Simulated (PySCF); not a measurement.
Species: C₄H₇ClO.
Cartesian coordinates in Å at the GFN2-xTB level; atoms count from 1:
```xyz
13
C4H7ClO angstrom
C      1.8249    0.0037   -0.0425
C      0.4155   -0.4474   -0.4023
C     -0.6385    0.3615    0.3542
C     -2.0217   -0.0706    0.0085
O     -2.3759   -0.9180   -0.7361
Cl    -3.2396    0.8824    0.8943
H      1.9706    1.0517   -0.2942
H      2.0094   -0.1217    1.0220
H      2.5578   -0.5844   -0.5885
H      0.2521   -0.3330   -1.4747
H      0.2930   -1.5046   -0.1632
H     -0.5460    1.4267    0.1273
H     -0.5060    0.2542    1.4339
```

Level of theory: PBE0/def2-SVPD in PySCF (dipole) on a GFN2-xTB geometry, gas phase.

Take the most abundant isotopes and a rigid rotor. The values belong to one conformer with, in the numbering `[CH3:1][CH2:2][CH2:3][C:4](=[O:5])[Cl:6]`, C1–C2–C3–C4 180°, C2–C3–C4–O5 0°.

Question: Give the principal moments of inertia and the rotational constants in cm⁻¹.

Answer: Ia = 72.94, Ib = 378.74, Ic = 442.31 u·Å²; 505379 MHz·u·Å²/I gives 6929, 1334 and 1143 MHz, that is A = 0.23113, B = 0.04451, C = 0.03811 cm⁻¹.

Question: What kind of rotor is it?

Answer: A near-prolate asymmetric top. Ray's parameter κ = (2B − A − C)/(A − C) = -0.934; −1 is the prolate and +1 the oblate limit.

Question: Is it planar, by Δ = Ic − Ia − Ib?

Answer: Not planar: Δ = Ic − Ia − Ib = -9.36 u·Å². For a rigid frame Δ = −2 Σ m c², so Σ m c² = 4.68 u·Å² lies off the ab plane, practically all of it from hydrogen. The atom farthest from that plane is 0.88 Å away.

Question: Give the other two planar moments, Paa and Pbb, and the rms extents of the mass along the axes.

Answer: Paa = Σ m a² = (Ib + Ic − Ia)/2 = 374.06 and Pbb = Σ m b² = (Ia + Ic − Ib)/2 = 68.25 u·Å². With the mass M = 106.02 u, the rms extents √(P/M) along a, b and c are 1.88, 0.80, 0.21 Å.

Question: Where do the levels up to J = 2 lie, in MHz?

Answer: Above 0(0,0):
J = 1: 1(0,1) 2477, 1(1,1) 8072, 1(1,0) 8264
J = 2: 2(0,2) 7426, 2(1,2) 12834, 2(1,1) 13409, 2(2,1) 30194, 2(2,0) 30198

Question: Which lines would a microwave search look for?

Answer: The dipole components are |μa| = 2.56 D, |μb| = 1.67 D, |μc| = 0.00 D; the mirror of this Cs structure is the ab plane, so μc vanishes by symmetry and there are no c-type lines. The squared components, which scale the intensities, stand as 1.00 : 0.42 (a : b). Some lines, for components of 0.1 D or more:

```
type  branch         J(Ka,Kc)    MHz  lower level (cm⁻¹)
   a       Q  2(1,1) ← 2(1,2)    575               0.428
   a       Q  4(1,3) ← 4(1,4)   1917               0.984
   a       R  1(0,1) ← 0(0,0)   2477               0.000
   a       R  2(0,2) ← 1(0,1)   4949               0.083
   a       R  2(1,1) ← 1(1,0)   5146               0.276
   b       Q  4(1,3) ← 4(0,4)   6709               0.824
   a       R  3(1,3) ← 2(1,2)   7140               0.428
   a       R  3(0,3) ← 2(0,2)   7412               0.248
   a       R  3(2,1) ← 2(2,0)   7450               1.007
   a       R  4(1,4) ← 3(1,3)   9515               0.666
   a       R  4(3,2) ← 3(3,1)   9917               2.204
   a       R  4(2,2) ← 3(2,1)   9952               1.256
   a       R  4(1,3) ← 3(1,2)  10282               0.705
   b       R  2(1,2) ← 1(0,1)  10357               0.083
   b       R  4(1,4) ← 3(0,3)  14651               0.495
   b       Q  4(2,2) ← 4(1,3)  16195               1.048
   b       Q  2(2,0) ← 2(1,1)  16789               0.447
   b       Q  2(2,1) ← 2(1,2)  17360               0.428
   b       Q  4(2,3) ← 4(1,4)  18040               0.984
   b       R  2(2,0) ← 1(1,1)  22127               0.269
   b       R  3(2,2) ← 2(1,1)  24215               0.447
   b       R  4(2,3) ← 3(1,2)  26404               0.705
   b       Q  4(3,1) ← 4(2,2)  28398               1.588
   b       Q  3(3,0) ← 3(2,1)  28432               1.256
   b       Q  4(4,1) ← 4(3,2)  39826               2.535
```

Question: Estimate the classical rotational partition function at 25 K, 50 K and 100 K.

Answer: Point group Cs, symmetry number σ = 1; q = (√π/σ)·√((kT/h)³/(ABC)), k/h = 20836.6 MHz/K: 6480 at 25 K, 18300 at 50 K, 51900 at 100 K.

No frequency check. No vibrational averaging or centrifugal distortion is included, and the geometry carries the error of its method. A rigid rotor knows nothing of internal rotation, which can split or shift real lines. Quadrupole hyperfine structure (35Cl) is left out.
